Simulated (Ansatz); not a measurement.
**GeH4, singlet: the ladder up to RCCSDT(Q)**

Geometry: a point of a stretch scan, not a stationary point.

```xyz
5

Ge   -0.0047   -0.0047   -0.0047
H     1.2339    1.2379    1.2363
H    -0.8925   -0.8887    0.8810
H    -0.8885    0.8798   -0.8939
H     0.8827   -0.8924   -0.8871
```

Basis cc-pVTZ; Ansatz 0.2.0. Only valence electrons are correlated (noble-gas cores and the filled d shells of p-block atoms frozen), which leaves 8 electrons in 85 orbitals. R marks a restricted (for open shells ROHF) determinant. Active spaces: pair = (2e, 2o) about the gap; valence = (8e, 8o) chosen from the atoms' valence shells. No spin–orbit coupling is included, and no scalar relativity.

Full CI isn't at hand for all of this; RCCSDT(Q) serves as the reference, and is uncertain by the last step of the cluster series or more.

* UHF ⟨S²⟩: 0.000
* T1 diagnostic (RCCSD): 0.0151
* largest doubles amplitude (RCCSD): 0.134

```csv
level,E − E(RHF) (eV)
RMP2,-3.8277
RCCSD,-4.7231
RCCSD(T),-4.8458
```

Question: Estimate how far RCCSDT(Q) in cc-pVTZ lies from RCCSD(T). The table doesn't fix it; the size of (T) and the diagnostics are the guide.

Answer: RCCSDT(Q) in cc-pVTZ lies 2.7 kJ/mol below RCCSD(T), which is 23 % of the (T) step (-11.8 kJ/mol). A doubles amplitude is large, but (T) still catches most of what CCSD lacks.

The other levels:

| level | E − E(RCCSDT(Q)) (kJ/mol) | share of correlation (%) | wall time |
| --- | --- | --- | --- |
| BCCD(T) | 2.6 | 99.44 | 2.2 s |
| RCCSDT | 0.4 | 99.92 | – |
| CASSCF (pair space) | 396.6 | 15.66 | – |
| NEVPT2 (pair space) | 84.2 | 82.09 | 3.3 s (H100) |
| MRCISD (pair space) | 28.0 | 94.04 | – |
| MRCISD+Q (pair space) | 0.2 | 99.95 | 2.8 s (H100) |
| CASSCF (valence space) | 278.0 | 40.89 | – |
| NEVPT2 (valence space) | 81.0 | 82.77 | 6 s |
| MRCISD (valence space) | 14.9 | 96.84 | – |
| MRCISD+Q (valence space) | 1.5 | 99.67 | 3.9 s (H100) |

The correlation energy at RCCSDT(Q), counted from RHF, is -4.874 eV. That run took 2.5 s on 2 threads of AMD EPYC 7R13 with a shared H100 80 GB, shared host.

Times hold each run's SCF and search for its determinant on a shared host, so for small cases they say little of a method's own cost; rows without a card ran on 1 thread of AMD EPYC 7R13.

Natural occupations of CASSCF (valence space) about the gap: 1.985 1.973 1.973 1.911 0.092 0.027 0.020 0.020; effectively unpaired electrons, Σ n²(2−n)², 0.07.
